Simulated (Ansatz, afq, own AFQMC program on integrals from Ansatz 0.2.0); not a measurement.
AlH₃, singlet in cc-pVDZ, levels against full CI

```xyz
4

Al    0.0000    0.0000    0.0000
H     2.4183    0.0230   -0.0001
H    -1.2290    2.0828   -0.0043
H    -1.1893   -2.1058    0.0044
```

Basis cc-pVDZ. Noble-gas cores (and the filled d shells of Ga–Kr and In–Xe) are frozen. AFQMC by an in-house program on the Cholesky factors that Ansatz 0.2.0 writes for its CCSD(T) run. ph-AFQMC/CISD is guided by a CISD state made of CCSD amplitudes; releasing the constraint for a short imaginary time cuts its bias at the price of noise, slowly where states lie close. Error bars are statistical, one sigma.

Determinant: RHF, the one that the program's search chose, which needn't be the lowest solution. The geometry is a point of a scan.

Full CI on the same integrals is exact in this basis and with this determinant's frozen core.

Cautions: restricted determinant unstable towards unrestricted (UHF 802 meV lower, ⟨S²⟩ 1.12); strong correlation (T1 0.034, weight of the determinant 0.80, largest double 0.20); the released energies are still falling, so no released level is given (meV from the phaseless value at times in 1/Eh: -11 ± 4 at 0.24, -19 ± 3 at 0.51, -30.1 ± 2.4 at 0.99, -41 ± 3 at 1.62, -43 ± 3 at 2.40).

* T1 diagnostic: 0.0337
* weight of the determinant in the CISD state: 0.803
* size of the correlated space: 6 electrons in 28 orbitals

```
  level  correlation energy (eV)
    MP2                  -2.5155
   CCSD                  -3.7470
CCSD(T)                  -3.9004
```

Task: Estimate where full CI lies against CCSD(T) on the same integrals.

Result: 77.3 meV below CCSD(T).

Reference: full CI, correlation energy -3.978 eV.

| level | E − E(reference) (meV) | share of correlation (%) |
| --- | --- | --- |
| CCSD(T) | 77.3 | 98.06 |
| CCSDT | 12.6 | 99.68 |
| CCSDT(Q) | 2.5 | 99.94 |
| CCSDTQ | -0.6 | 100.01 |
| ph-AFQMC/HF | 177.7 ± 31.9 | 95.53 |
| ph-AFQMC/CISD | 71.1 ± 4.7 | 98.21 |

CCSDT and higher add their correlation energy to the determinant of the CCSD(T) run, since their own runs factorise the integrals more tightly (a shift of under 2 meV). A walk keeps the symmetry of its determinant, which the program's search chose and which needn't be the lowest solution, so a lower state of the same spin and another symmetry isn't excluded.
